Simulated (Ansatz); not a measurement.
Results of PBE (PAW; Ansatz, an electronic-structure program) for cubic perovskite KTaO₃.

Numerical settings: plane-wave cutoff 520 eV, 8×8×8 k mesh, Fermi–Dirac smearing 0.01 eV, scalar-relativistic PAW data made under PBE.

Computed points:

| V (Å³/atom) | E − E_lowest (meV/atom) |
|---|---|
| 12.254 | 30.84 |
| 12.515 | 13.20 |
| 12.776 | 3.18 |
| 13.037 | 0.00 |
| 13.297 | 2.95 |
| 13.558 | 11.39 |
| 13.819 | 24.76 |

Task: Fit the third-order Birch–Murnaghan equation and give B0 and B′.

Result: V0 = 13.037 Å³/atom, B0 = 188 GPa, B′ = 4.5 (fit to the energies at full precision).

Measured, for comparison: bulk modulus 220 GPa (temperature not stated, no zero-point or thermal correction; as tabulated in Tinte et al. (1998), arXiv:cond-mat/9809379). Computed (rounded) less measured: bulk modulus -15 %.

Spin–orbit coupling is not included.
